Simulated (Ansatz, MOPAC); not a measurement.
Molecule: singlet silylene, SiH₂, net charge 0, singlet state. SMILES: [SiH2]
Coordinates optimised at B3LYP-D3(BJ)/def2-TZVP (Ansatz, a first-principles code):
```xyz
3

Si     0.0052     0.0009     0.1327
H     -0.0342     1.0849    -0.9366
H     -0.0389    -1.0973    -0.9218
```

Wanted: vertical electron affinity to the doublet, in eV. Set-up: each state is the SCF solution reached for its charge and spin; dispersion terms only where a functional's name holds one; no spin-orbit coupling; open shells spin-unrestricted; six Cartesian d functions in 6-31G* and its kin unless marked 5d; PM7 with its own dispersion and hydrogen-bond terms; non-relativistic. Ab initio and DFT rows: single points at B3LYP-D3(BJ) geometries (Ansatz). Semi-empirical rows: differences of heats of formation at the shared geometry for vertical values. Anions need diffuse functions, which STO-3G, LANL2DZ, def2-SVP, cc-pVDZ and Pople sets without + lack.

```tsv
species	coefficient	E at B3LYP/6-31G* (Ansatz), Eh	E at wB97X-V/def2-TZVPD (Ansatz), Eh	heat of formation at PM7 (MOPAC), kcal/mol
charge -1, doublet	-1	-290.64216	-290.59870	49.11
charge 0, singlet	+1	-290.61311	-290.56495	77.36
```

 1 Eh = 27.2114 eV and 1 eV = 23.0605 kcal/mol.

### Question
Work the quantity out at each level.

### Answer

- B3LYP/6-31G*: the sum of coefficient times E is 0.02905 Eh, or 0.790 eV. Result: 0.79 eV.
- wB97X-V/def2-TZVPD: the sum of coefficient times E is 0.03375 Eh, or 0.918 eV. Result: 0.92 eV.
- PM7: the sum of coefficient times heat of formation is 28.25 kcal/mol, or 1.23 eV.
